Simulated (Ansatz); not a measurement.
Relaxation of AlFH₃O (6 atoms, charge 0, multiplicity 2), to a largest force component of 0.03 eV/Å in at most 50 steps.

Computed with UKS B3LYP/def2-SVP in Ansatz 0.2.0.

```xyz
6
Properties=species:S:1:pos:R:3
Al 0.305 -0.170 0.801
F 0.194 -1.749 1.346
H 1.328 0.423 -0.227
H -1.346 0.443 0.617
O -0.279 0.484 2.315
H -0.715 -0.232 2.806
```

Where does it end, and by what steps?

It converged. After 9 steps the energy has fallen by 0.342 eV; F2 moved furthest, 0.46 Å.

```
step  energy less start (eV)  largest force component (eV/Å)  accepted
   0                  0.0000                           1.286       yes
   1                 -0.2189                           0.746       yes
   2                 -0.2922                           0.744       yes
   3                 -0.3216                           0.335       yes
   4                 -0.3338                           0.217       yes
   5                 -0.3320                           0.272        no
   6                 -0.3392                           0.053       yes
   7                 -0.3415                           0.041       yes
   8                 -0.3411                           0.105        no
   9                 -0.3417                           0.016       yes
```

```xyz
6
Properties=species:S:1:pos:R:3
Al 0.319 -0.296 0.881
F 0.299 -1.965 0.950
H 1.297 0.447 -0.097
H -1.379 0.314 0.658
O -0.238 0.562 2.306
H -0.814 0.138 2.959
```

Time of the run: 28 s on 1 thread of Arm Neoverse V1 (shared host), peak memory 0.15 GiB.
